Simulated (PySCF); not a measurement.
**Working out the ionisation energy of N**

N [He] 2s2 2p3 (4S) → N⁺ [He] 2s2 2p2 (3P). Computed with PySCF 2.14 in dyall-av3z, with scalar relativity by spin-free X2C-1e. Frozen: 1s2; the 14 highest virtual orbitals dropped. Energies in hartree (1 hartree = 27.21139 eV):

```
             part   N (lower)  N⁺ (upper)
              UHF  -54.433783  -53.923354
MP2 opposite-spin   -0.069808   -0.061307
    MP2 same-spin   -0.030282   -0.013416
```

Question: What does Hartree-Fock give?

Answer: (-53.923354) − (-54.433783) = 0.510429 hartree = 13.889 eV.

Question: What do MP2 and SCS-MP2 (6/5 opposite-spin, 1/3 same-spin) give?

Answer: The opposite-spin parts differ by 0.231 eV and the same-spin parts by 0.459 eV. MP2: 13.889 + (0.231) + (0.459) = 14.579 eV. SCS-MP2: 13.889 + 1.2 × (0.231) + (0.459)/3 = 14.319 eV.

Measured between the centres of the two terms (NIST): 14.545 eV, so MP2 (valence) is off by 0.034 eV.

What remains against the reference includes basis incompleteness, the frozen core and correlation beyond second order.
